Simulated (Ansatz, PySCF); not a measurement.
Bond stretch in H2, singlet.

Levels of theory: UHF/aug-cc-pVQZ (Ansatz, a first-principles code); RHF/aug-cc-pVQZ (Ansatz); UKS-B3LYP = unrestricted B3LYP/aug-cc-pVQZ (Ansatz); RKS-B3LYP = restricted B3LYP/aug-cc-pVQZ run with Ansatz; UKS-PBE0 = Ansatz with unrestricted PBE0/aug-cc-pVQZ; RKS-PBE0 = restricted PBE0/aug-cc-pVQZ (Ansatz); UKS-PBE = unrestricted PBE/aug-cc-pVQZ (Ansatz); RKS-PBE = restricted PBE/aug-cc-pVQZ (Ansatz); UKS-B3LYP/6-31G* = unrestricted B3LYP/6-31G*, spherical d in PySCF; RKS-B3LYP/6-31G* = restricted B3LYP/6-31G*, spherical d (PySCF); UKS-B3LYP/6-311+G** = unrestricted B3LYP/6-311+G**, spherical d run with PySCF; RKS-B3LYP/6-311+G** = restricted B3LYP/6-311+G**, spherical d (PySCF); UKS-BP86/6-31G* = unrestricted BP86/6-31G*, spherical d in PySCF 2.14.0; RKS-BP86/6-31G* = PySCF 2.14.0 with restricted BP86/6-31G*, spherical d.

Scanned distances (Å): 0.59, 0.65, 0.68, 0.71, 0.72, 0.75, 0.77, 0.80, 0.83, 0.85, 0.93, 1.02, 1.12, 1.23, 1.32, 1.48, 1.68, 1.85, 2.02, 2.22, 2.63, 2.99.

Task: Where does the unrestricted solution first break spin symmetry (<S²> of 0.01 or more)?

Result: UHF: between 1.12 and 1.23 Å; UKS-B3LYP: between 1.48 and 1.68 Å; UKS-PBE0: between 1.48 and 1.68 Å; UKS-PBE: between 1.48 and 1.68 Å; UKS-B3LYP/6-31G*: between 1.48 and 1.68 Å; UKS-B3LYP/6-311+G**: between 1.48 and 1.68 Å; UKS-BP86/6-31G*: between 1.48 and 1.68 Å.

```json
[
 {"R / Å": "0.59", "<S²> UHF": "0.00", "E(RHF) − E(UHF) / kcal/mol": "0.0", "<S²> UKS-B3LYP": "0.00", "E(RKS-B3LYP) − E(UKS-B3LYP) / kcal/mol": "0.0", "<S²> UKS-PBE0": "0.00", "E(RKS-PBE0) − E(UKS-PBE0) / kcal/mol": "0.0", "<S²> UKS-PBE": "0.00", "E(RKS-PBE) − E(UKS-PBE) / kcal/mol": "0.0", "<S²> UKS-B3LYP/6-31G*": "0.00", "E(RKS-B3LYP/6-31G*) − E(UKS-B3LYP/6-31G*) / kcal/mol": "0.0", "<S²> UKS-B3LYP/6-311+G**": "0.00", "E(RKS-B3LYP/6-311+G**) − E(UKS-B3LYP/6-311+G**) / kcal/mol": "0.0", "<S²> UKS-BP86/6-31G*": "0.00", "E(RKS-BP86/6-31G*) − E(UKS-BP86/6-31G*) / kcal/mol": "0.0"},
 {"R / Å": "0.65", "<S²> UHF": "0.00", "E(RHF) − E(UHF) / kcal/mol": "0.0", "<S²> UKS-B3LYP": "0.00", "E(RKS-B3LYP) − E(UKS-B3LYP) / kcal/mol": "0.0", "<S²> UKS-PBE0": "0.00", "E(RKS-PBE0) − E(UKS-PBE0) / kcal/mol": "0.0", "<S²> UKS-PBE": "0.00", "E(RKS-PBE) − E(UKS-PBE) / kcal/mol": "0.0", "<S²> UKS-B3LYP/6-31G*": "0.00", "E(RKS-B3LYP/6-31G*) − E(UKS-B3LYP/6-31G*) / kcal/mol": "0.0", "<S²> UKS-B3LYP/6-311+G**": "0.00", "E(RKS-B3LYP/6-311+G**) − E(UKS-B3LYP/6-311+G**) / kcal/mol": "0.0", "<S²> UKS-BP86/6-31G*": "0.00", "E(RKS-BP86/6-31G*) − E(UKS-BP86/6-31G*) / kcal/mol": "0.0"},
 {"R / Å": "0.68", "<S²> UHF": "0.00", "E(RHF) − E(UHF) / kcal/mol": "0.0", "<S²> UKS-B3LYP": "0.00", "E(RKS-B3LYP) − E(UKS-B3LYP) / kcal/mol": "0.0", "<S²> UKS-PBE0": "0.00", "E(RKS-PBE0) − E(UKS-PBE0) / kcal/mol": "0.0", "<S²> UKS-PBE": "0.00", "E(RKS-PBE) − E(UKS-PBE) / kcal/mol": "0.0", "<S²> UKS-B3LYP/6-31G*": "0.00", "E(RKS-B3LYP/6-31G*) − E(UKS-B3LYP/6-31G*) / kcal/mol": "0.0", "<S²> UKS-B3LYP/6-311+G**": "0.00", "E(RKS-B3LYP/6-311+G**) − E(UKS-B3LYP/6-311+G**) / kcal/mol": "0.0", "<S²> UKS-BP86/6-31G*": "0.00", "E(RKS-BP86/6-31G*) − E(UKS-BP86/6-31G*) / kcal/mol": "0.0"},
 {"R / Å": "0.71", "<S²> UHF": "0.00", "E(RHF) − E(UHF) / kcal/mol": "0.0", "<S²> UKS-B3LYP": "0.00", "E(RKS-B3LYP) − E(UKS-B3LYP) / kcal/mol": "0.0", "<S²> UKS-PBE0": "0.00", "E(RKS-PBE0) − E(UKS-PBE0) / kcal/mol": "0.0", "<S²> UKS-PBE": "0.00", "E(RKS-PBE) − E(UKS-PBE) / kcal/mol": "0.0", "<S²> UKS-B3LYP/6-31G*": "0.00", "E(RKS-B3LYP/6-31G*) − E(UKS-B3LYP/6-31G*) / kcal/mol": "0.0", "<S²> UKS-B3LYP/6-311+G**": "0.00", "E(RKS-B3LYP/6-311+G**) − E(UKS-B3LYP/6-311+G**) / kcal/mol": "0.0", "<S²> UKS-BP86/6-31G*": "0.00", "E(RKS-BP86/6-31G*) − E(UKS-BP86/6-31G*) / kcal/mol": "0.0"},
 {"R / Å": "0.72", "<S²> UHF": "0.00", "E(RHF) − E(UHF) / kcal/mol": "0.0", "<S²> UKS-B3LYP": "0.00", "E(RKS-B3LYP) − E(UKS-B3LYP) / kcal/mol": "0.0", "<S²> UKS-PBE0": "0.00", "E(RKS-PBE0) − E(UKS-PBE0) / kcal/mol": "0.0", "<S²> UKS-PBE": "0.00", "E(RKS-PBE) − E(UKS-PBE) / kcal/mol": "0.0", "<S²> UKS-B3LYP/6-31G*": "0.00", "E(RKS-B3LYP/6-31G*) − E(UKS-B3LYP/6-31G*) / kcal/mol": "0.0", "<S²> UKS-B3LYP/6-311+G**": "0.00", "E(RKS-B3LYP/6-311+G**) − E(UKS-B3LYP/6-311+G**) / kcal/mol": "0.0", "<S²> UKS-BP86/6-31G*": "0.00", "E(RKS-BP86/6-31G*) − E(UKS-BP86/6-31G*) / kcal/mol": "0.0"},
 {"R / Å": "0.75", "<S²> UHF": "0.00", "E(RHF) − E(UHF) / kcal/mol": "0.0", "<S²> UKS-B3LYP": "0.00", "E(RKS-B3LYP) − E(UKS-B3LYP) / kcal/mol": "0.0", "<S²> UKS-PBE0": "0.00", "E(RKS-PBE0) − E(UKS-PBE0) / kcal/mol": "0.0", "<S²> UKS-PBE": "0.00", "E(RKS-PBE) − E(UKS-PBE) / kcal/mol": "0.0", "<S²> UKS-B3LYP/6-31G*": "0.00", "E(RKS-B3LYP/6-31G*) − E(UKS-B3LYP/6-31G*) / kcal/mol": "0.0", "<S²> UKS-B3LYP/6-311+G**": "0.00", "E(RKS-B3LYP/6-311+G**) − E(UKS-B3LYP/6-311+G**) / kcal/mol": "0.0", "<S²> UKS-BP86/6-31G*": "0.00", "E(RKS-BP86/6-31G*) − E(UKS-BP86/6-31G*) / kcal/mol": "0.0"},
 {"R / Å": "0.77", "<S²> UHF": "0.00", "E(RHF) − E(UHF) / kcal/mol": "0.0", "<S²> UKS-B3LYP": "0.00", "E(RKS-B3LYP) − E(UKS-B3LYP) / kcal/mol": "0.0", "<S²> UKS-PBE0": "0.00", "E(RKS-PBE0) − E(UKS-PBE0) / kcal/mol": "0.0", "<S²> UKS-PBE": "0.00", "E(RKS-PBE) − E(UKS-PBE) / kcal/mol": "0.0", "<S²> UKS-B3LYP/6-31G*": "0.00", "E(RKS-B3LYP/6-31G*) − E(UKS-B3LYP/6-31G*) / kcal/mol": "0.0", "<S²> UKS-B3LYP/6-311+G**": "0.00", "E(RKS-B3LYP/6-311+G**) − E(UKS-B3LYP/6-311+G**) / kcal/mol": "0.0", "<S²> UKS-BP86/6-31G*": "0.00", "E(RKS-BP86/6-31G*) − E(UKS-BP86/6-31G*) / kcal/mol": "0.0"},
 {"R / Å": "0.80", "<S²> UHF": "0.00", "E(RHF) − E(UHF) / kcal/mol": "0.0", "<S²> UKS-B3LYP": "0.00", "E(RKS-B3LYP) − E(UKS-B3LYP) / kcal/mol": "0.0", "<S²> UKS-PBE0": "0.00", "E(RKS-PBE0) − E(UKS-PBE0) / kcal/mol": "0.0", "<S²> UKS-PBE": "0.00", "E(RKS-PBE) − E(UKS-PBE) / kcal/mol": "0.0", "<S²> UKS-B3LYP/6-31G*": "0.00", "E(RKS-B3LYP/6-31G*) − E(UKS-B3LYP/6-31G*) / kcal/mol": "0.0", "<S²> UKS-B3LYP/6-311+G**": "0.00", "E(RKS-B3LYP/6-311+G**) − E(UKS-B3LYP/6-311+G**) / kcal/mol": "0.0", "<S²> UKS-BP86/6-31G*": "0.00", "E(RKS-BP86/6-31G*) − E(UKS-BP86/6-31G*) / kcal/mol": "0.0"},
 {"R / Å": "0.83", "<S²> UHF": "0.00", "E(RHF) − E(UHF) / kcal/mol": "0.0", "<S²> UKS-B3LYP": "0.00", "E(RKS-B3LYP) − E(UKS-B3LYP) / kcal/mol": "0.0", "<S²> UKS-PBE0": "0.00", "E(RKS-PBE0) − E(UKS-PBE0) / kcal/mol": "0.0", "<S²> UKS-PBE": "0.00", "E(RKS-PBE) − E(UKS-PBE) / kcal/mol": "0.0", "<S²> UKS-B3LYP/6-31G*": "0.00", "E(RKS-B3LYP/6-31G*) − E(UKS-B3LYP/6-31G*) / kcal/mol": "0.0", "<S²> UKS-B3LYP/6-311+G**": "0.00", "E(RKS-B3LYP/6-311+G**) − E(UKS-B3LYP/6-311+G**) / kcal/mol": "0.0", "<S²> UKS-BP86/6-31G*": "0.00", "E(RKS-BP86/6-31G*) − E(UKS-BP86/6-31G*) / kcal/mol": "0.0"},
 {"R / Å": "0.85", "<S²> UHF": "0.00", "E(RHF) − E(UHF) / kcal/mol": "0.0", "<S²> UKS-B3LYP": "0.00", "E(RKS-B3LYP) − E(UKS-B3LYP) / kcal/mol": "0.0", "<S²> UKS-PBE0": "0.00", "E(RKS-PBE0) − E(UKS-PBE0) / kcal/mol": "0.0", "<S²> UKS-PBE": "0.00", "E(RKS-PBE) − E(UKS-PBE) / kcal/mol": "0.0", "<S²> UKS-B3LYP/6-31G*": "0.00", "E(RKS-B3LYP/6-31G*) − E(UKS-B3LYP/6-31G*) / kcal/mol": "0.0", "<S²> UKS-B3LYP/6-311+G**": "0.00", "E(RKS-B3LYP/6-311+G**) − E(UKS-B3LYP/6-311+G**) / kcal/mol": "0.0", "<S²> UKS-BP86/6-31G*": "0.00", "E(RKS-BP86/6-31G*) − E(UKS-BP86/6-31G*) / kcal/mol": "0.0"},
 {"R / Å": "0.93", "<S²> UHF": "0.00", "E(RHF) − E(UHF) / kcal/mol": "0.0", "<S²> UKS-B3LYP": "0.00", "E(RKS-B3LYP) − E(UKS-B3LYP) / kcal/mol": "0.0", "<S²> UKS-PBE0": "0.00", "E(RKS-PBE0) − E(UKS-PBE0) / kcal/mol": "0.0", "<S²> UKS-PBE": "0.00", "E(RKS-PBE) − E(UKS-PBE) / kcal/mol": "0.0", "<S²> UKS-B3LYP/6-31G*": "0.00", "E(RKS-B3LYP/6-31G*) − E(UKS-B3LYP/6-31G*) / kcal/mol": "0.0", "<S²> UKS-B3LYP/6-311+G**": "0.00", "E(RKS-B3LYP/6-311+G**) − E(UKS-B3LYP/6-311+G**) / kcal/mol": "0.0", "<S²> UKS-BP86/6-31G*": "0.00", "E(RKS-BP86/6-31G*) − E(UKS-BP86/6-31G*) / kcal/mol": "0.0"},
 {"R / Å": "1.02", "<S²> UHF": "0.00", "E(RHF) − E(UHF) / kcal/mol": "0.0", "<S²> UKS-B3LYP": "0.00", "E(RKS-B3LYP) − E(UKS-B3LYP) / kcal/mol": "0.0", "<S²> UKS-PBE0": "0.00", "E(RKS-PBE0) − E(UKS-PBE0) / kcal/mol": "0.0", "<S²> UKS-PBE": "0.00", "E(RKS-PBE) − E(UKS-PBE) / kcal/mol": "0.0", "<S²> UKS-B3LYP/6-31G*": "0.00", "E(RKS-B3LYP/6-31G*) − E(UKS-B3LYP/6-31G*) / kcal/mol": "0.0", "<S²> UKS-B3LYP/6-311+G**": "0.00", "E(RKS-B3LYP/6-311+G**) − E(UKS-B3LYP/6-311+G**) / kcal/mol": "0.0", "<S²> UKS-BP86/6-31G*": "0.00", "E(RKS-BP86/6-31G*) − E(UKS-BP86/6-31G*) / kcal/mol": "0.0"},
 {"R / Å": "1.12", "<S²> UHF": "0.00", "E(RHF) − E(UHF) / kcal/mol": "0.0", "<S²> UKS-B3LYP": "0.00", "E(RKS-B3LYP) − E(UKS-B3LYP) / kcal/mol": "0.0", "<S²> UKS-PBE0": "0.00", "E(RKS-PBE0) − E(UKS-PBE0) / kcal/mol": "0.0", "<S²> UKS-PBE": "0.00", "E(RKS-PBE) − E(UKS-PBE) / kcal/mol": "0.0", "<S²> UKS-B3LYP/6-31G*": "0.00", "E(RKS-B3LYP/6-31G*) − E(UKS-B3LYP/6-31G*) / kcal/mol": "0.0", "<S²> UKS-B3LYP/6-311+G**": "0.00", "E(RKS-B3LYP/6-311+G**) − E(UKS-B3LYP/6-311+G**) / kcal/mol": "0.0", "<S²> UKS-BP86/6-31G*": "0.00", "E(RKS-BP86/6-31G*) − E(UKS-BP86/6-31G*) / kcal/mol": "0.0"},
 {"R / Å": "1.23", "<S²> UHF": "0.04", "E(RHF) − E(UHF) / kcal/mol": "0.0", "<S²> UKS-B3LYP": "0.00", "E(RKS-B3LYP) − E(UKS-B3LYP) / kcal/mol": "0.0", "<S²> UKS-PBE0": "0.00", "E(RKS-PBE0) − E(UKS-PBE0) / kcal/mol": "0.0", "<S²> UKS-PBE": "0.00", "E(RKS-PBE) − E(UKS-PBE) / kcal/mol": "0.0", "<S²> UKS-B3LYP/6-31G*": "0.00", "E(RKS-B3LYP/6-31G*) − E(UKS-B3LYP/6-31G*) / kcal/mol": "0.0", "<S²> UKS-B3LYP/6-311+G**": "0.00", "E(RKS-B3LYP/6-311+G**) − E(UKS-B3LYP/6-311+G**) / kcal/mol": "0.0", "<S²> UKS-BP86/6-31G*": "0.00", "E(RKS-BP86/6-31G*) − E(UKS-BP86/6-31G*) / kcal/mol": "0.0"},
 {"R / Å": "1.32", "<S²> UHF": "0.27", "E(RHF) − E(UHF) / kcal/mol": "1.9", "<S²> UKS-B3LYP": "0.00", "E(RKS-B3LYP) − E(UKS-B3LYP) / kcal/mol": "0.0", "<S²> UKS-PBE0": "0.00", "E(RKS-PBE0) − E(UKS-PBE0) / kcal/mol": "0.0", "<S²> UKS-PBE": "0.00", "E(RKS-PBE) − E(UKS-PBE) / kcal/mol": "0.0", "<S²> UKS-B3LYP/6-31G*": "0.00", "E(RKS-B3LYP/6-31G*) − E(UKS-B3LYP/6-31G*) / kcal/mol": "0.0", "<S²> UKS-B3LYP/6-311+G**": "0.00", "E(RKS-B3LYP/6-311+G**) − E(UKS-B3LYP/6-311+G**) / kcal/mol": "0.0", "<S²> UKS-BP86/6-31G*": "0.00", "E(RKS-BP86/6-31G*) − E(UKS-BP86/6-31G*) / kcal/mol": "0.0"},
 {"R / Å": "1.48", "<S²> UHF": "0.55", "E(RHF) − E(UHF) / kcal/mol": "10.1", "<S²> UKS-B3LYP": "0.00", "E(RKS-B3LYP) − E(UKS-B3LYP) / kcal/mol": "0.0", "<S²> UKS-PBE0": "0.00", "E(RKS-PBE0) − E(UKS-PBE0) / kcal/mol": "0.0", "<S²> UKS-PBE": "0.00", "E(RKS-PBE) − E(UKS-PBE) / kcal/mol": "0.0", "<S²> UKS-B3LYP/6-31G*": "0.00", "E(RKS-B3LYP/6-31G*) − E(UKS-B3LYP/6-31G*) / kcal/mol": "0.0", "<S²> UKS-B3LYP/6-311+G**": "0.00", "E(RKS-B3LYP/6-311+G**) − E(UKS-B3LYP/6-311+G**) / kcal/mol": "0.0", "<S²> UKS-BP86/6-31G*": "0.00", "E(RKS-BP86/6-31G*) − E(UKS-BP86/6-31G*) / kcal/mol": "0.0"},
 {"R / Å": "1.68", "<S²> UHF": "0.75", "E(RHF) − E(UHF) / kcal/mol": "24.4", "<S²> UKS-B3LYP": "0.31", "E(RKS-B3LYP) − E(UKS-B3LYP) / kcal/mol": "2.1", "<S²> UKS-PBE0": "0.42", "E(RKS-PBE0) − E(UKS-PBE0) / kcal/mol": "3.1", "<S²> UKS-PBE": "0.19", "E(RKS-PBE) − E(UKS-PBE) / kcal/mol": "0.4", "<S²> UKS-B3LYP/6-31G*": "0.33", "E(RKS-B3LYP/6-31G*) − E(UKS-B3LYP/6-31G*) / kcal/mol": "2.5", "<S²> UKS-B3LYP/6-311+G**": "0.31", "E(RKS-B3LYP/6-311+G**) − E(UKS-B3LYP/6-311+G**) / kcal/mol": "2.2", "<S²> UKS-BP86/6-31G*": "0.05", "E(RKS-BP86/6-31G*) − E(UKS-BP86/6-31G*) / kcal/mol": "0.0"},
 {"R / Å": "1.85", "<S²> UHF": "0.85", "E(RHF) − E(UHF) / kcal/mol": "37.5", "<S²> UKS-B3LYP": "0.54", "E(RKS-B3LYP) − E(UKS-B3LYP) / kcal/mol": "6.7", "<S²> UKS-PBE0": "0.66", "E(RKS-PBE0) − E(UKS-PBE0) / kcal/mol": "9.4", "<S²> UKS-PBE": "0.53", "E(RKS-PBE) − E(UKS-PBE) / kcal/mol": "3.9", "<S²> UKS-B3LYP/6-31G*": "0.56", "E(RKS-B3LYP/6-31G*) − E(UKS-B3LYP/6-31G*) / kcal/mol": "7.5", "<S²> UKS-B3LYP/6-311+G**": "0.55", "E(RKS-B3LYP/6-311+G**) − E(UKS-B3LYP/6-311+G**) / kcal/mol": "6.9", "<S²> UKS-BP86/6-31G*": "0.40", "E(RKS-BP86/6-31G*) − E(UKS-BP86/6-31G*) / kcal/mol": "2.2"},
 {"R / Å": "2.02", "<S²> UHF": "0.91", "E(RHF) − E(UHF) / kcal/mol": "50.3", "<S²> UKS-B3LYP": "0.71", "E(RKS-B3LYP) − E(UKS-B3LYP) / kcal/mol": "12.7", "<S²> UKS-PBE0": "0.80", "E(RKS-PBE0) − E(UKS-PBE0) / kcal/mol": "17.0", "<S²> UKS-PBE": "0.73", "E(RKS-PBE) − E(UKS-PBE) / kcal/mol": "9.4", "<S²> UKS-B3LYP/6-31G*": "0.73", "E(RKS-B3LYP/6-31G*) − E(UKS-B3LYP/6-31G*) / kcal/mol": "13.9", "<S²> UKS-B3LYP/6-311+G**": "0.72", "E(RKS-B3LYP/6-311+G**) − E(UKS-B3LYP/6-311+G**) / kcal/mol": "12.9", "<S²> UKS-BP86/6-31G*": "0.64", "E(RKS-BP86/6-31G*) − E(UKS-BP86/6-31G*) / kcal/mol": "6.6"},
 {"R / Å": "2.22", "<S²> UHF": "0.95", "E(RHF) − E(UHF) / kcal/mol": "64.2", "<S²> UKS-B3LYP": "0.84", "E(RKS-B3LYP) − E(UKS-B3LYP) / kcal/mol": "20.2", "<S²> UKS-PBE0": "0.89", "E(RKS-PBE0) − E(UKS-PBE0) / kcal/mol": "26.0", "<S²> UKS-PBE": "0.86", "E(RKS-PBE) − E(UKS-PBE) / kcal/mol": "16.5", "<S²> UKS-B3LYP/6-31G*": "0.85", "E(RKS-B3LYP/6-31G*) − E(UKS-B3LYP/6-31G*) / kcal/mol": "21.8", "<S²> UKS-B3LYP/6-311+G**": "0.84", "E(RKS-B3LYP/6-311+G**) − E(UKS-B3LYP/6-311+G**) / kcal/mol": "20.5", "<S²> UKS-BP86/6-31G*": "0.81", "E(RKS-BP86/6-31G*) − E(UKS-BP86/6-31G*) / kcal/mol": "12.7"},
 {"R / Å": "2.63", "<S²> UHF": "0.98", "E(RHF) − E(UHF) / kcal/mol": "87.7", "<S²> UKS-B3LYP": "0.95", "E(RKS-B3LYP) − E(UKS-B3LYP) / kcal/mol": "33.9", "<S²> UKS-PBE0": "0.97", "E(RKS-PBE0) − E(UKS-PBE0) / kcal/mol": "41.9", "<S²> UKS-PBE": "0.96", "E(RKS-PBE) − E(UKS-PBE) / kcal/mol": "29.2", "<S²> UKS-B3LYP/6-31G*": "0.00", "E(RKS-B3LYP/6-31G*) − E(UKS-B3LYP/6-31G*) / kcal/mol": "—", "<S²> UKS-B3LYP/6-311+G**": "0.95", "E(RKS-B3LYP/6-311+G**) − E(UKS-B3LYP/6-311+G**) / kcal/mol": "34.2", "<S²> UKS-BP86/6-31G*": "0.95", "E(RKS-BP86/6-31G*) − E(UKS-BP86/6-31G*) / kcal/mol": "24.5"},
 {"R / Å": "2.99", "<S²> UHF": "0.99", "E(RHF) − E(UHF) / kcal/mol": "103.4", "<S²> UKS-B3LYP": "0.98", "E(RKS-B3LYP) − E(UKS-B3LYP) / kcal/mol": "42.8", "<S²> UKS-PBE0": "0.99", "E(RKS-PBE0) − E(UKS-PBE0) / kcal/mol": "52.1", "<S²> UKS-PBE": "0.99", "E(RKS-PBE) − E(UKS-PBE) / kcal/mol": "37.1", "<S²> UKS-B3LYP/6-31G*": "0.00", "E(RKS-B3LYP/6-31G*) − E(UKS-B3LYP/6-31G*) / kcal/mol": "—", "<S²> UKS-B3LYP/6-311+G**": "0.98", "E(RKS-B3LYP/6-311+G**) − E(UKS-B3LYP/6-311+G**) / kcal/mol": "43.2", "<S²> UKS-BP86/6-31G*": "0.98", "E(RKS-BP86/6-31G*) − E(UKS-BP86/6-31G*) / kcal/mol": "32.2"}
]
```

A dash means that the run gave no value there, or that the column was ended at a point which the program doubted or which failed a test of continuity chosen for this set; such a test can also cut sound points.
